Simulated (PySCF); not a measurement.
Geometry (Å), atoms numbered from 1 in this order:
```xyz
8

Si    0.431   -0.690    0.318
H     0.423   -0.721    1.809
H     1.835   -0.759   -0.179
C    -0.450    0.812   -0.336
H     0.021    1.730    0.050
H    -1.506    0.813   -0.025
H    -0.415    0.845   -1.436
F    -0.339   -2.030   -0.202
```

- structure optimised with PBE0-D3(BJ)/def2-SVP
- shielding tensors at PBE0/pcSseg-1 (GIAO)
- program: PySCF 2.14
- rapidly exchanging positions averaged, no solvent model, non-relativistic, single conformer

Referencing at the same level of theory: TMS for 13C (σ = 184.41 ppm) and 1H (σ = 31.27 ppm) and 29Si (σ = 351.99 ppm); 19F (σ = 177.25 ppm) vs CFCl3.

| atoms | nucleus | count | Hirshfeld charge | δ (ppm) |
| --- | --- | --- | --- | --- |
| H5/H6/H7 | 1H | 3 | 0.05 | ? |
| F8 | 19F | 1 | -0.22 | ? |
| Si1 | 29Si | 1 | 0.43 | 10.3 |
| H2/H3 | 1H | 2 | -0.08 | 5.14 |
| C4 | 13C | 1 | -0.21 | -1.4 |

Estimate the values marked ?.

## Answers


- H5/H6/H7: 0.42 ppm, hydrogen on a carbon bonded to Si
- F8: -215.8 ppm, fluorine bonded to Si

Shifts are as computed. Against solution values, carbons near 30 ppm lie about +2 ppm off and those near 130 ppm about +5 ppm. Of 1211 compounds with measured shifts, 218 miss one by over three times the rms of a fit or turn the order of signals round; such compounds aren't used in these exercises. Unscaled 19F shifts against computed CFCl3 carry errors that often reach 10 to 50 ppm.
